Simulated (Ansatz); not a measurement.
Program: Ansatz. Geometries: PBE0-D4/def2-TZVP. ΔE: electronic, gas phase. CCSD(T)/CBS is extrapolated from def2-TZVPP and def2-QZVPP, frozen cores. DFT in def2-TZVPP. B3LYP here is the variant with VWN-RPA as its local correlation; programs differ in this. HSE06 is defined as in plane-wave codes. Open shells (•) are unrestricted, without spin–orbit coupling. One conformer a species, not always the lowest.

Reaction (homolysis of the N–O bond): `O=NOO` → `[N]=O`• + `[O]O`•

| level | ΔE (kJ/mol) | difference from CCSD(T)/CBS |
| --- | --- | --- |
| LDA (SPW92) | 249.8 | 124.5 |
| PBE-D4 | 165.5 | 40.2 |
| revPBE-D4 | 146.9 | 21.6 |
| BLYP-D4 | 135.7 | 10.4 |
| r2SCAN-D4 | 140.8 | 15.5 |
| B97M-V | 143.1 | 17.8 |
| PBE0-D4 | 122.7 | -2.6 |
| B3LYP-D4 | 110.0 | -15.3 |
| r2SCANh-D4 | 124.6 | -0.7 |
| HSE06-D4 | 123.7 | -1.6 |
| CAM-B3LYP-D4 | 106.1 | -19.2 |
| ωB97M-V | 116.9 | -8.4 |
| PBE | 162.0 | 36.7 |
| revPBE | 132.9 | 7.6 |
| BLYP | 127.4 | 2.1 |
| r2SCAN | 140.0 | 14.7 |
| PBE0 | 119.8 | -5.5 |
| B3LYP | 104.3 | -21.0 |
| r2SCANh | 123.7 | -1.6 |
| r2SCAN0 | 101.4 | -23.9 |
| HSE06 | 121.1 | -4.2 |
| CAM-B3LYP | 103.3 | -22.0 |
| LC-ωPBE | 100.3 | -25.0 |
| RPA@PBE/def2-TZVPP | 86.8 | -38.5 |
| HF/def2-SVP | -80.3 | -205.6 |
| MP2/def2-SVP | 119.2 | -6.1 |
| CCSD/def2-SVP | 66.1 | -59.2 |
| CCSD(T)/def2-SVP | 89.3 | -36.0 |
| HF/def2-TZVPP | -74.8 | -200.1 |
| MP2/def2-TZVPP | 148.8 | 23.5 |
| SCS-MP2/def2-TZVPP | 131.9 | 6.6 |
| CCSD/def2-TZVPP | 85.1 | -40.2 |
| CCSD(T)/def2-TZVPP | 113.6 | -11.7 |
| MP2/def2-QZVPP | 157.6 | 32.3 |
| SCS-MP2/def2-QZVPP | 140.8 | 15.5 |
| CCSD/def2-QZVPP | 91.2 | -34.1 |
| CCSD(T)/def2-QZVPP | 120.5 | -4.8 |
| HF/CBS(def2) | -74.1 | -199.4 |
| MP2/CBS(def2) | 163.7 | 38.4 |
| CCSD/CBS(def2) | 95.3 | -30.0 |
| CCSD(T)/CBS | 125.3 | 0 |

What do rigid-rotor, harmonic-oscillator terms from PBE0-D4/def2-TZVP frequencies (298.15 K, 1 bar) make of the CCSD(T)/CBS value? (Best estimate.)

Ansatz gave: ΔZPE = -14.1 kJ/mol, ΔH = +117.3 kJ/mol, ΔS = 170 J/(mol·K), ΔG = +66.8 kJ/mol. Open shells count their whole term as degenerate.

Largest T1 diagnostic among the species: 0.032, so the coupled-cluster value is less sure than usual.

The D4 term adds +5.7 kJ/mol with B3LYP and +2.9 kJ/mol with PBE0; it sums over pairs of atoms, weighted by their polarisabilities, and B3LYP, whose exchange is more repulsive, gets the larger term. From BLYP to BHLYP (50 % exact exchange), in def2-TZVPP and without D4, ΔE moves by −67.8 kJ/mol: exact exchange takes away binding that semilocal exchange gives to molecules.
